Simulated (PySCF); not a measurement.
## How methods differ on the ionisation energy of Mg

Mg [Ne] 3s2 (1S) → Mg⁺ [Ne] 3s1 (2S), as a difference of total energies. All numbers are calculated (PySCF 2.14, the spin-free X2C one-electron Hamiltonian (Gaussian nucleus), in x2c-TZVPall). Correlated levels: valence: [Ne] frozen. The calculations carry no spin-orbit coupling.

| method | ionisation energy (eV) | error (eV) |
| --- | --- | --- |
| UHF | 6.621 | -1.025 |
| r2SCAN | 7.377 | -0.269 |
| LDA | 7.749 | +0.103 |
| MP2 (valence) | 7.211 | -0.435 |
| SCS-MP2 (valence) | 7.329 | -0.317 |
| CCSD (valence) | 7.510 | -0.136 |

Reference: 7.646 eV (measured; NIST Atomic Spectra Database, ionization energies).

Errors of the correlated levels include the incompleteness of this basis and the frozen core.

With two correlated electrons CCSD is exact in that space.
